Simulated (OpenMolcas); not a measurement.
# CF⁻ at 1.456 Å: OpenMolcas input and output

Input (each module block was a call of its own in one work directory; start orbitals came from a preliminary run):

```
&GATEWAY
Coord
2
angstrom
F 0.0 0.0 0.0
C 0.0 0.0 1.4560
Basis=ANO-RCC-VTZP
Group=XY
RX2C
AMFI
ANGMom
0.0 0.0 0.0
RICD
&SEWARD
&GUESSORB
* RASSCF and CASPT2 blocks for each multiplicity and irrep, as for the first:
&RASSCF
FileOrb=$CurrDir/o31.orb
Symmetry=1
Spin=3
nActEl=10 0 0
Inactive=3 0
RAS2=3 4
CIRoot=5 5 1
Linear
Iterations=120 100
OrbListing=Nothing
PRWF=0.15
>>COPY $Project.RasOrb $CurrDir/o31.orb
>>COPY $Project.rasscf.h5 $CurrDir/r31.h5
&CASPT2
XMultistate=all
Imaginary=0.2
IPEA=0.25
MaxIter=40
>>COPY $Project.JobMix JOB001
&RASSI
Nr of JobIphs=5 5 4 4 4 1
1 2 3 4 5
1 2 3 4
1 2 3 4
1 2 3 4
1
SpinOrbit
EJob
Omega
MEES
MESO
Properties=4
'AngMom' 3 'Mltpl  1' 1 'Mltpl  1' 2 'Mltpl  1' 3
Thrs=1.0d-4
>>COPY $Project.rassi.h5 $CurrDir/so.h5
```

```bash
pymolcas m.inp
```

C2 symmetry about the axis (a holds Σ, Δ, Γ; b holds Π, Φ, H; Σ⁺ and Σ⁻ are not told apart); roots by multiplicity and irrep: 3a 5, 1a 4, 3b 4, 1b 4, 5a 1.

RASSI part of the output, in excerpt:

```
SPIN-FREE ENERGIES:
  (Shifted by EMIN (a.u.) =       -137.7069323213)
 SF State       Relative EMIN(au)   Rel lowest level(eV)    D:o, cm**(-1)      Abs_M
     1             0.0000000000        0.0000000000              0.0000         0.0
     6             0.0471003917        1.2816669514          10337.3411         2.0
     7             0.0475390348        1.2936030372          10433.6121         2.0
     8             0.0735754350        2.0020895812          16147.9415         0.0
    10             0.1588931478        4.3237028164          34873.0150         1.0
    11             0.1588931478        4.3237028164          34873.0150         1.0
    14             0.1773067147        4.8247614978          38914.3258         1.0
    15             0.1773067147        4.8247614978          38914.3258         1.0
    12             0.2097816485        5.7084494657          46041.7500         1.0
    13             0.2097816485        5.7084494657          46041.7500         1.0
    18             0.2654014265        7.2219407264          58248.8802         0.0
    16             0.3038234007        8.2674559076          66681.5289         1.0
    17             0.3038234007        8.2674559076          66681.5289         1.0
     9             0.3563716507        9.6973666344          78214.5367         0.0
     2             0.3743093356       10.1854759052          82151.4034         2.0
     3             0.3743492286       10.1865614517          82160.1590         2.0
     4             0.3781155978       10.2890495765          82986.7814         0.0
     5             0.3870448094       10.5320258021          84946.5169         0.0
++ Dipole transition strengths (spin-free states):
     for osc. strength at least  1.00000000E-05
      From   To        Osc. strength     Einstein coefficients Ax, Ay, Az (sec-1)    Total A (sec-1)
         1   10       6.68685987E-04  5.42209219E+05  2.20458482E+02  0.00000000E+00  5.42429677E+05
         1   11       6.68685983E-04  2.20458492E+02  5.42209216E+05  0.00000000E+00  5.42429675E+05
         1   12       9.95264165E-02  3.11719832E+04  1.40698034E+08  0.00000000E+00  1.40729206E+08
         1   13       9.95264164E-02  1.40698034E+08  3.11719832E+04  0.00000000E+00  1.40729206E+08
         1    5       2.33565885E-02  0.00000000E+00  0.00000000E+00  1.12419795E+08  1.12419795E+08
         6   14       2.94381193E-03  6.43908738E+04  1.53916868E+06  0.00000000E+00  1.60355955E+06
         6   15       2.94381200E-03  1.53916872E+06  6.43908702E+04  0.00000000E+00  1.60355959E+06
         6   16       6.29889343E-02  1.22457631E+08  1.09266743E+07  0.00000000E+00  1.33384306E+08
         6   17       6.29889352E-02  1.09266742E+07  1.22457633E+08  0.00000000E+00  1.33384308E+08
         7   14       2.93389476E-03  1.52366544E+06  6.37422978E+04  0.00000000E+00  1.58740774E+06
         7   15       2.93389477E-03  6.37422942E+04  1.52366545E+06  0.00000000E+00  1.58740775E+06
         7   16       6.28813103E-02  1.08707611E+07  1.21831002E+08  0.00000000E+00  1.32701763E+08
         7   17       6.28813104E-02  1.21831002E+08  1.08707613E+07  0.00000000E+00  1.32701763E+08
         8   14       7.55395449E-03  2.57997119E+05  2.35359120E+06  0.00000000E+00  2.61158832E+06
         8   15       7.55395438E-03  2.35359116E+06  2.57997126E+05  0.00000000E+00  2.61158829E+06
         8   16       2.29142255E-02  3.78571684E+07  1.17365100E+06  0.00000000E+00  3.90308194E+07
         8   17       2.29142245E-02  1.17365101E+06  3.78571667E+07  0.00000000E+00  3.90308178E+07
        10   13       4.65354886E-04  0.00000000E+00  0.00000000E+00  3.87199220E+04  3.87199220E+04
        10    2       6.81344287E-05  8.72476712E+04  1.43384022E+04  0.00000000E+00  1.01586073E+05
        10    3       6.81470426E-05  1.43463711E+04  8.72961452E+04  0.00000000E+00  1.01642516E+05
        10    4       5.07238883E-05  1.20620603E+01  7.83116884E+04  0.00000000E+00  7.83237504E+04
        10    5       1.17893399E-05  1.96312184E+04  8.60907438E+01  0.00000000E+00  1.97173091E+04
        11   12       4.65354892E-04  0.00000000E+00  0.00000000E+00  3.87199224E+04  3.87199224E+04
        11    2       6.81344317E-05  1.43384053E+04  8.72476724E+04  0.00000000E+00  1.01586078E+05
        11    3       6.81470536E-05  8.72961612E+04  1.43463714E+04  0.00000000E+00  1.01642533E+05
        11    4       5.07238758E-05  7.83116689E+04  1.20620687E+01  0.00000000E+00  7.83237310E+04
        11    5       1.17893381E-05  8.60907652E+01  1.96312153E+04  0.00000000E+00  1.97173061E+04
        14   16       3.86739759E-05  0.00000000E+00  0.00000000E+00  1.98895666E+04  1.98895666E+04
        14   17       1.21512897E-04  0.00000000E+00  0.00000000E+00  6.24926402E+04  6.24926402E+04
        14    9       9.54515426E-05  8.85206159E+04  9.81592736E+03  0.00000000E+00  9.83365433E+04
        15   16       1.21512902E-04  0.00000000E+00  0.00000000E+00  6.24926427E+04  6.24926427E+04
        15   17       3.86739747E-05  0.00000000E+00  0.00000000E+00  1.98895660E+04  1.98895660E+04
        15    9       9.54515421E-05  9.81592743E+03  8.85206154E+04  0.00000000E+00  9.83365428E+04
        12    2       1.18891032E-03  1.39026859E+05  8.95014625E+05  0.00000000E+00  1.03404148E+06
        12    3       1.18919872E-03  8.95665964E+05  1.39127988E+05  0.00000000E+00  1.03479395E+06
        12    4       1.36101469E-03  1.23903331E+06  9.74015348E+01  0.00000000E+00  1.23913071E+06
        12    5       2.26042150E-03  6.25701709E-01  2.28211314E+06  0.00000000E+00  2.28211376E+06
        13    2       1.18891035E-03  8.95014696E+05  1.39026823E+05  0.00000000E+00  1.03404152E+06
        13    3       1.18919850E-03  1.39128002E+05  8.95665761E+05  0.00000000E+00  1.03479376E+06
        13    4       1.36101497E-03  9.74016627E+01  1.23903356E+06  0.00000000E+00  1.23913097E+06
        13    5       2.26042141E-03  2.28211304E+06  6.25696506E-01  0.00000000E+00  2.28211367E+06
        16    9       4.40148937E-04  1.17894528E+03  3.78715957E+04  0.00000000E+00  3.90505410E+04
        17    9       4.40148932E-04  3.78715953E+04  1.17894528E+03  0.00000000E+00  3.90505406E+04
 Electric-quadrupole - electric-quadrupole not included
 Electric-dipole - electric-octupole not included
 Electric-dipole - magnetic-quadrupole not included
   Eigenvalues of complex Hamiltonian:
  (Shifted by EMIN (a.u.) =       -137.7069323213)
 SO State       Relative EMIN(au)   Rel lowest level(eV)    D:o, cm**(-1)      Omega
     1            -0.0000010455        0.0000000000              0.0000         0.0
     2            -0.0000003944        0.0000177154              0.1429         1.0
     3            -0.0000003944        0.0000177154              0.1429         1.0
     4             0.0470999393        1.2816830906          10337.4713         2.0
     5             0.0475385815        1.2936191528          10433.7421         2.0
     6             0.0735758542        2.0021294347          16148.2629         0.0
     7             0.1587733029        4.3204701205          34846.9416         0.0
     8             0.1587734221        4.3204733643          34846.9677         0.0
     9             0.1588921622        4.3237044465          34873.0282         1.0
    10             0.1588921622        4.3237044465          34873.0282         1.0
    11             0.1590126563        4.3269832576          34899.4736         2.0
    12             0.1590126563        4.3269832567          34899.4736         2.0
    13             0.1773075765        4.8248133966          38914.7444         1.0
    14             0.1773075765        4.8248133966          38914.7444         1.0
    15             0.2096919357        5.7060367030          46022.2897         2.0
    16             0.2096919363        5.7060367203          46022.2899         2.0
    17             0.2097807055        5.7084522543          46041.7725         1.0
    18             0.2097807055        5.7084522543          46041.7725         1.0
    19             0.2098699540        5.7108808296          46061.3603         0.0
    20             0.2098710022        5.7109093505          46061.5903         0.0
    21             0.2654015044        7.2219712941          58249.1268         0.0
    22             0.2654015438        7.2219723676          58249.1354         1.0
    23             0.2654015438        7.2219723676          58249.1354         1.0
    24             0.2654016622        7.2219755883          58249.1614         2.0
    25             0.2654016622        7.2219755883          58249.1614         2.0
    26             0.3038179689        8.2673365479          66680.5662         1.0
    27             0.3038179689        8.2673365479          66680.5662         1.0
    28             0.3563516117        9.6968497953          78210.3681         0.0
    29             0.3736392725       10.1672710104          82004.5711         3.0
    30             0.3736392725       10.1672710104          82004.5711         3.0
    31             0.3743100957       10.1855250395          82151.7997         2.0
    32             0.3743499890       10.1866105895          82160.5553         2.0
    33             0.3750228113       10.2049190191          82308.2227         1.0
    34             0.3750228113       10.2049190191          82308.2227         1.0
    35             0.3780916341       10.2884259415          82981.7515         1.0
    36             0.3780916341       10.2884259415          82981.7515         1.0
    37             0.3781367538       10.2896537100          82991.6541         0.0
    38             0.3870454741       10.5320723389          84946.8922         0.0
    39             0.3870720291       10.5327949386          84952.7204         1.0
    40             0.3870720291       10.5327949386          84952.7204         1.0
 Weights of the five most important spin-orbit-free states for each spin-orbit state.
 SO State  Total energy (au)           Spin-free states, spin, and weights
    1        -0.000001       1 1.0  1.0000    8 0.0  0.0000   13 1.0  0.0000   12 1.0  0.0000   11 1.0  0.0000
    2        -0.000000       1 1.0  1.0000    4 1.0  0.0000   17 0.0  0.0000   16 0.0  0.0000   13 1.0  0.0000
    3        -0.000000       1 1.0  1.0000    4 1.0  0.0000   17 0.0  0.0000   16 0.0  0.0000   13 1.0  0.0000
    4         0.047100       6 0.0  1.0000    2 1.0  0.0000   13 1.0  0.0000   12 1.0  0.0000    3 1.0  0.0000
    5         0.047539       7 0.0  1.0000    3 1.0  0.0000   12 1.0  0.0000   13 1.0  0.0000    2 1.0  0.0000
    6         0.073576       8 0.0  1.0000    1 1.0  0.0000    5 1.0  0.0000   12 1.0  0.0000   13 1.0  0.0000
    7         0.158773      11 1.0  0.5000   10 1.0  0.5000   18 2.0  0.0000   12 1.0  0.0000   13 1.0  0.0000
    8         0.158773      10 1.0  0.5000   11 1.0  0.5000    8 0.0  0.0000   12 1.0  0.0000   13 1.0  0.0000
    9         0.158892      11 1.0  1.0000   14 0.0  0.0000   15 0.0  0.0000   18 2.0  0.0000    1 1.0  0.0000
   10         0.158892      10 1.0  1.0000   15 0.0  0.0000   14 0.0  0.0000   18 2.0  0.0000    1 1.0  0.0000
   11         0.159013      10 1.0  0.5000   11 1.0  0.5000   18 2.0  0.0000   12 1.0  0.0000   13 1.0  0.0000
   12         0.159013      11 1.0  0.5000   10 1.0  0.5000   18 2.0  0.0000   12 1.0  0.0000   13 1.0  0.0000
   13         0.177308      15 0.0  1.0000   10 1.0  0.0000   11 1.0  0.0000   13 1.0  0.0000    1 1.0  0.0000
   14         0.177308      14 0.0  1.0000   11 1.0  0.0000   10 1.0  0.0000   12 1.0  0.0000    1 1.0  0.0000
   15         0.209692      13 1.0  0.5000   12 1.0  0.5000    2 1.0  0.0000    6 0.0  0.0000   18 2.0  0.0000
   16         0.209692      12 1.0  0.5000   13 1.0  0.5000    3 1.0  0.0000    7 0.0  0.0000   18 2.0  0.0000
   17         0.209781      13 1.0  1.0000    2 1.0  0.0000    3 1.0  0.0000    4 1.0  0.0000    5 1.0  0.0000
   18         0.209781      12 1.0  1.0000    2 1.0  0.0000    3 1.0  0.0000    4 1.0  0.0000    5 1.0  0.0000
   19         0.209870      13 1.0  0.5000   12 1.0  0.5000    9 0.0  0.0000    4 1.0  0.0000   10 1.0  0.0000
   20         0.209871      12 1.0  0.5000   13 1.0  0.5000    5 1.0  0.0000    8 0.0  0.0000    1 1.0  0.0000
   21         0.265402      18 2.0  1.0000   11 1.0  0.0000   10 1.0  0.0000   12 1.0  0.0000   13 1.0  0.0000
   22         0.265402      18 2.0  1.0000   11 1.0  0.0000   10 1.0  0.0000   12 1.0  0.0000   13 1.0  0.0000
   23         0.265402      18 2.0  1.0000   11 1.0  0.0000   10 1.0  0.0000   12 1.0  0.0000   13 1.0  0.0000
   24         0.265402      18 2.0  1.0000   11 1.0  0.0000   10 1.0  0.0000   12 1.0  0.0000   13 1.0  0.0000
   25         0.265402      18 2.0  1.0000   11 1.0  0.0000   10 1.0  0.0000   12 1.0  0.0000   13 1.0  0.0000
   26         0.303818      17 0.0  0.9999    2 1.0  0.0000    3 1.0  0.0000    4 1.0  0.0000    5 1.0  0.0000
   27         0.303818      16 0.0  0.9999    2 1.0  0.0000    3 1.0  0.0000    4 1.0  0.0000    5 1.0  0.0000
   28         0.356352       9 0.0  0.9990    4 1.0  0.0009   12 1.0  0.0000   13 1.0  0.0000    5 1.0  0.0000
   29         0.373639       2 1.0  0.5144    3 1.0  0.4856   17 0.0  0.0000   16 0.0  0.0000   13 1.0  0.0000
   30         0.373639       2 1.0  0.5144    3 1.0  0.4856   17 0.0  0.0000   16 0.0  0.0000   13 1.0  0.0000
   31         0.374310       2 1.0  1.0000   13 1.0  0.0000   12 1.0  0.0000    6 0.0  0.0000    7 0.0  0.0000
   32         0.374350       3 1.0  1.0000   12 1.0  0.0000   13 1.0  0.0000    7 0.0  0.0000    6 0.0  0.0000
   33         0.375023       3 1.0  0.5144    2 1.0  0.4856   16 0.0  0.0000   17 0.0  0.0000   12 1.0  0.0000
   34         0.375023       3 1.0  0.5144    2 1.0  0.4856   16 0.0  0.0000   17 0.0  0.0000   12 1.0  0.0000
   35         0.378092       4 1.0  0.9971    5 1.0  0.0029   17 0.0  0.0000   16 0.0  0.0000   13 1.0  0.0000
...
```

Only roots inside an energy window near the equilibrium distance were included, so the list of states is not complete; labels number the states computed. Each spin and symmetry block has orbitals of its own, averaged over its own roots, so gaps between blocks are less sure than gaps within one and near the minimum can be off by tenths of an eV, in bad cases by more. No Rydberg orbitals are active, so Rydberg states, and σ→σ* states whose orbital the CASSCF left unused, can be missing between those listed. CASPT2 splits the two components of degenerate states numerically, here by up to 96 cm⁻¹. For an anion, states above the electron-detachment threshold (often below 1 to 3 eV) are held by the basis set and are not bound levels. No roots were computed in block 5b (none fell in the window or the block failed), so states of that kind are missing and can lie low or lowest.
